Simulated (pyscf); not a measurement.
# Routes from `[F][B]([F])[F]` + `[CH4]`

Candidate steps break at most two bonds and form at most two. Each was searched with GFN2-xTB (tblite) first. Single points on ωB97X-D3(BJ)/def2-SVP structures (PySCF, gas phase). Correlated levels are frozen-core, on RHF or UHF. ΔMP2 is the change of the MP2 total energy from the triple- to the quadruple-zeta basis. Energies: CCSD(T)/def2-TZVPP + ΔMP2(QZVPP), kcal/mol, from the separated reactants, singlet surface; ΔG‡ with ideal gas, 1 atm, RRHO with modes under 100 cm⁻¹ raised to 100, one conformer, R ln 2 for chiral ones without a mode under 150 cm⁻¹.

```tsv
products	type	ΔE‡	ΔE	ΔG‡ 298 K	ΔG‡ 900 K	ν‡ (cm⁻¹)
HF + H₃C–B(F)–F	four-centre exchange	59.6	+30.6	66.5	84.1	1243i
H₃C–F + F–BH–F	four-centre exchange	105.0	+57.0	112.9	130.1	931i
```

Plain bond fissions and candidates not yet searched are not listed, and one of them may be faster. Each barrier is that of the saddle found; lower ones may exist. The CCSD(T) − MP2 part came from Ansatz, without density fitting, on the same reference.
